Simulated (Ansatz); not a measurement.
A nudged elastic band was laid between two geometries of C2H4OS (8 atoms, charge 0, multiplicity 1).

Theory: RKS revPBE-D4/def2-SVPD in Ansatz.

```json
{
 "movable images": "7",
 "climbing image": "yes",
 "spring": "5.0 eV/Å²",
 "optimiser": "quadratic models (default)",
 "start path": "through a guess of the saddle point",
 "force threshold": "0.2 eV/Å",
 "iteration limit": "60",
 "end points": "relaxed"
}
```

Image 0:

```xyz
8
Properties=species:S:1:pos:R:3
C 0.143 0.970 -0.063
C -0.072 -0.511 -0.201
O -0.062 -1.123 1.004
S -0.298 -1.338 -1.615
H 1.098 1.161 0.466
H -0.663 1.405 0.562
H 0.155 1.458 -1.049
H -0.208 -2.080 0.840
```

Image 8:

```xyz
8
Properties=species:S:1:pos:R:3
C 0.131 0.838 0.076
C 0.443 -0.615 0.381
O 1.310 -0.992 1.143
S -0.579 -1.868 -0.472
H 0.822 1.481 0.648
H -0.915 1.071 0.354
H 0.244 1.036 -1.008
H -1.365 -1.007 -1.177
```

(1) Which bonds break or form, and what moves?

(2) What energy profile does the band end with?

(3) What is the geometry of the highest image?

Results:

(1) Bonds broken: O3–H8. Bonds formed: S4–H8.

(2) It converged. The highest image is number 3 of 0 to 8, 1.02 eV above the first end and 1.14 eV above the last; the last end lies 0.12 eV below the first. The threshold of 0.2 eV/Å is loose, so the images may lie well off the minimum-energy path. The profile has 2 maxima (images 3, 6) with wells between them (image 4): this band takes more than one step, which may be the mechanism or a detour left from its start path. A structure lower than the last end lies on the path between it and the top, so the climb from that side starts below the end, which may itself be a saddle point or a shallow side well. Another band between the same ends (7 images) ends at a top of the same energy, where a vibrational analysis finds 1 clearly imaginary mode. The orbitals stay closed-shell, which can raise the energy where a bond breaks towards radicals; this wasn't checked here.

```tsv
image	path coordinate (Å)	energy (eV)	O3–H8 (Å)	S4–H8 (Å)
0	0.00	0.00	0.98	2.57
1	0.83	0.02	0.98	2.56
2	1.66	0.02	0.98	2.57
3	2.50	1.02	1.37	1.66
4	3.38	-0.14	2.43	1.36
5	4.26	-0.08	2.67	1.35
6	5.15	0.22	3.01	1.36
7	6.03	0.04	3.45	1.36
8	6.91	-0.12	3.54	1.36
```

(3) 
```xyz
8
Properties=species:S:1:pos:R:3
C 0.147 1.020 -0.018
C -0.050 -0.466 0.018
O 0.702 -1.220 0.730
S -1.229 -1.404 -0.816
H 0.650 1.350 0.907
H -0.810 1.555 -0.152
H 0.797 1.271 -0.880
H -0.114 -2.162 0.155
```

Run time: 2.6 min on 2 threads of Intel(R) Xeon(R) Platinum 8375C CPU @ 2.90GHz (Ice Lake), on a shared host, peak memory 0.17 GiB.
